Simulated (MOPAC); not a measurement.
A run for MOPAC: PM7 on C2H9NO (a complex).

```
PM7 1SCF PRECISE CHARGE=0 THREADS=1
C2H9NO

N     -2.25462504 1    -0.47447589 1    -0.60498791 1
H     -1.26422604 1    -0.68669089 1    -0.63306091 1
H     -2.72961304 1    -1.36402289 1    -0.52815291 1
C     -2.53695604 1     0.32727611 1     0.58324609 1
H     -3.60280104 1     0.54158411 1     0.63303409 1
H     -2.24196404 1    -0.12638489 1     1.53521809 1
H     -2.02418004 1     1.28369711 1     0.49881809 1
O      2.11099496 1    -0.36485789 1    -0.48047091 1
H      2.39302096 1     0.00509011 1    -1.32033491 1
C      2.49690896 1     0.54672611 1     0.53896609 1
H      2.17372596 1     0.11709311 1     1.48203209 1
H      3.57796396 1     0.68580911 1     0.57800509 1
H      2.01843496 1     1.52032411 1     0.42378909 1
```

Program output:

```
*******************************************************************************
 **                                                                           **
 **                              MOPAC v23.2.5                                **
 **                                                                           **
 *******************************************************************************
 ** MOPAC's Digital Object Identifier: https://doi.org/10.5281/zenodo.6511958 **
 **                                                                           **
 ** Please cite the open-source release paper for use of this MOPAC version:  **
 ** J. E. Moussa and J. J. P. Stewart (2026)                                  **
 ** MOPAC: An open-source semiempirical molecular orbital program             **
 ** J. Open Source Softw., 11(119), 8025, https://doi.org/10.21105/joss.08025 **
 *******************************************************************************

                              PM7 CALCULATION RESULTS

 *******************************************************************************
 *  PM7        - The PM7 Hamiltonian to be used
 *
 *
 *
 *                 CHARGE ON SYSTEM = 0
 *
 *
 *
 *  PRECISE    - TIGHTER CRITERIA TO BE USED
 *  1SCF       - DO 1 SCF AND THEN STOP
 *  THREADS=1  - MULTI-THREADING NOT USED
 *  T=         - A TIME OF 172800.0 SECONDS REQUESTED
 *  DUMP=N     - RESTART FILE WRITTEN EVERY 7200.0 SECONDS REQUESTED
 *******************************************************************************
PM7 1SCF PRECISE CHARGE=0 THREADS=1
 C2H9NO

   ATOM   CHEMICAL          X               Y               Z
  NUMBER   SYMBOL      (ANGSTROMS)     (ANGSTROMS)     (ANGSTROMS)

     1       N         -2.25462504  *  -0.47447589  *  -0.60498791  *
     2       H         -1.26422604  *  -0.68669089  *  -0.63306091  *
     3       H         -2.72961304  *  -1.36402289  *  -0.52815291  *
     4       C         -2.53695604  *   0.32727611  *   0.58324609  *
     5       H         -3.60280104  *   0.54158411  *   0.63303409  *
     6       H         -2.24196404  *  -0.12638489  *   1.53521809  *
     7       H         -2.02418004  *   1.28369711  *   0.49881809  *
     8       O          2.11099496  *  -0.36485789  *  -0.48047091  *
     9       H          2.39302096  *   0.00509011  *  -1.32033491  *
    10       C          2.49690896  *   0.54672611  *   0.53896609  *
    11       H          2.17372596  *   0.11709311  *   1.48203209  *
    12       H          3.57796396  *   0.68580911  *   0.57800509  *
    13       H          2.01843496  *   1.52032411  *   0.42378909  *



          CARTESIAN COORDINATES

    NO.       ATOM           X           Y           Z

     1         N         -2.2546     -0.4745     -0.6050
     2         H         -1.2642     -0.6867     -0.6331
     3         H         -2.7296     -1.3640     -0.5282
     4         C         -2.5370      0.3273      0.5832
     5         H         -3.6028      0.5416      0.6330
     6         H         -2.2420     -0.1264      1.5352
     7         H         -2.0242      1.2837      0.4988
     8         O          2.1110     -0.3649     -0.4805
     9         H          2.3930      0.0051     -1.3203
    10         C          2.4969      0.5467      0.5390
    11         H          2.1737      0.1171      1.4820
    12         H          3.5780      0.6858      0.5780
    13         H          2.0184      1.5203      0.4238

 General Reference for PM7:
 "Optimization of Parameters for Semiempirical Methods VI: More Modifications to the
 NDDO Approximations and Re-optimization of Parameters", J. J. P. Stewart, J. Mol. Mod., 1:32, 19 (2013)
 https://link.springer.com/article/10.1007/s00894-012-1667-x

           Empirical Formula: C2 H9 N O  =    13 atoms



      MOLECULAR POINT GROUP   :   C1


      RHF CALCULATION, NO. OF DOUBLY OCCUPIED LEVELS = 14


 -------------------------------------------------------------------------------
 PM7 1SCF PRECISE CHARGE=0 THREADS=1
 C2H9NO



     1SCF WAS SPECIFIED, SO BFGS WAS NOT USED
     SCF FIELD WAS ACHIEVED


                              PM7 CALCULATION
                                                       MOPAC v23.2.5 Linux




          FINAL HEAT OF FORMATION =        -53.14600 KCAL/MOL =    -222.36286 KJ/MOL


          COSMO AREA              =        133.66 SQUARE ANGSTROMS
          COSMO VOLUME            =        107.57 CUBIC ANGSTROMS

          IONIZATION POTENTIAL    =          9.505849 EV
          HOMO LUMO ENERGIES (EV) =         -9.506  2.822
          NO. OF FILLED LEVELS    =         14
          MOLECULAR WEIGHT        =         63.0992         POINT GROUP:  C1

          MOLECULAR DIMENSIONS (Angstroms)

            Atom       Atom       Distance
            H    12    H     5     7.18242
            H     3    H    13     2.95853
            H     6    H     9     2.67063


          SCF CALCULATIONS        =          1





   ATOM   CHEMICAL          X               Y               Z
  NUMBER   SYMBOL      (ANGSTROMS)     (ANGSTROMS)     (ANGSTROMS)

     1       N         -2.25462504  *  -0.47447589  *  -0.60498791  *
     2       H         -1.26422604  *  -0.68669089  *  -0.63306091  *
     3       H         -2.72961304  *  -1.36402289  *  -0.52815291  *
     4       C         -2.53695604  *   0.32727611  *   0.58324609  *
     5       H         -3.60280104  *   0.54158411  *   0.63303409  *
     6       H         -2.24196404  *  -0.12638489  *   1.53521809  *
     7       H         -2.02418004  *   1.28369711  *   0.49881809  *
     8       O          2.11099496  *  -0.36485789  *  -0.48047091  *
     9       H          2.39302096  *   0.00509011  *  -1.32033491  *
    10       C          2.49690896  *   0.54672611  *   0.53896609  *
    11       H          2.17372596  *   0.11709311  *   1.48203209  *
    12       H          3.57796396  *   0.68580911  *   0.57800509  *
    13       H          2.01843496  *   1.52032411  *   0.42378909  *

                             CARTESIAN COORDINATES

   1    N       -2.254625040    -0.474475890    -0.604987910
   2    H       -1.264226040    -0.686690890    -0.633060910
   3    H       -2.729613040    -1.364022890    -0.528152910
   4    C       -2.536956040     0.327276110     0.583246090
   5    H       -3.602801040     0.541584110     0.633034090
   6    H       -2.241964040    -0.126384890     1.535218090
   7    H       -2.024180040     1.283697110     0.498818090
   8    O        2.110994960    -0.364857890    -0.480470910
   9    H        2.393020960     0.005090110    -1.320334910
  10    C        2.496908960     0.546726110     0.538966090
  11    H        2.173725960     0.117093110     1.482032090
  12    H        3.577963960     0.685809110     0.578005090
  13    H        2.018434960     1.520324110     0.423789090


           Empirical Formula: C2 H9 N O  =    13 atoms



      MOLECULAR POINT GROUP   :   C1


                  EIGENVALUES
 -35.28152 -29.60555 -24.33308 -23.68246 -17.48245 -16.87735 -15.49528 -15.19777
 -14.88294 -14.06491 -12.59886 -12.55464 -10.84789  -9.50585   2.82194   3.85746
   5.21703   5.32480   5.43435   5.58489   5.85230   6.21810   6.24137   6.74781
   7.11687


              NET ATOMIC CHARGES AND DIPOLE CONTRIBUTIONS

  ATOM NO.   TYPE          CHARGE      No. of ELECS.   s-Pop       p-Pop
    1          N          -0.590059        5.5901     1.65443     3.93563
    2          H           0.240779        0.7592     0.75922
    3          H           0.232592        0.7674     0.76741
    4          C          -0.287018        4.2870     1.05073     3.23629
    5          H           0.146017        0.8540     0.85398
    6          H           0.112184        0.8878     0.88782
    7          H           0.145495        0.8545     0.85450
    8          O          -0.513297        6.5133     1.85137     4.66193
    9          H           0.303749        0.6963     0.69625
   10          C          -0.168674        4.1687     1.06960     3.09908
   11          H           0.141738        0.8583     0.85826
   12          H           0.118953        0.8810     0.88105
   13          H           0.117540        0.8825     0.88246
 DIPOLE           X         Y         Z       TOTAL
 POINT-CHG.     1.154     1.578     1.608     2.532
 HYBRID         0.409    -0.699     0.321     0.871
 SUM            1.563     0.880     1.929     2.634


          ATOMIC ORBITAL ELECTRON POPULATIONS

     Atom    s        px        py        pz
    1  N   1.65443   1.23723   1.28438   1.41402
    2  H   0.75922
    3  H   0.76741
    4  C   1.05073   1.16641   1.09170   0.97818
    5  H   0.85398
    6  H   0.88782
    7  H   0.85450
    8  O   1.85137   1.85279   1.50903   1.30011
    9  H   0.69625
   10  C   1.06960   1.11489   1.01333   0.97086
   11  H   0.85826
   12  H   0.88105
   13  H   0.88246

 **********************
 *                    *
 * JOB ENDED NORMALLY *
 *                    *
 **********************




 == MOPAC DONE ==
```

The run finished.

Cost: roughly 0.04 core-seconds.
